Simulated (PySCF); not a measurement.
C₂H₆OS, SMILES O=S(C)C.

Coordinates come from a B3LYP-D3(BJ)/def2-SVP optimisation.

Two levels are set side by side: TDA-PBE/def2-SVPD (PySCF) and TDA-ωB97X/def2-SVPD (PySCF). Vertical, same geometry. The lowest singlet is HOMO→LUMO+1 98 % with PBE and HOMO→LUMO+2 54 %, HOMO→LUMO+3 20 %, HOMO→LUMO+6 15 % with the other functional; states are paired by order. Differences are taken from unrounded values.

| quantity | TDA-ωB97X | TDA-PBE | TDA-PBE minus TDA-ωB97X |
|---|---|---|---|
| lowest singlet excitation (eV) | 6.14 | 5.24 | -0.89 |
| lowest triplet excitation (TDA) (eV) | 5.38 | 4.81 | -0.57 |
| first bright state (f over 0.05) (eV) | 6.33 | 5.40 | -0.94 |
| its oscillator strength | 0.07 | 0.05 | -0.02 |

A lower first singlet is the usual sign of a functional without exact exchange. Differences between two approximate levels are no errors against the true value.

Rough cost on one machine, each run with all the roots and properties that it gave: TDA-ωB97X against TDA-PBE about 4 times.
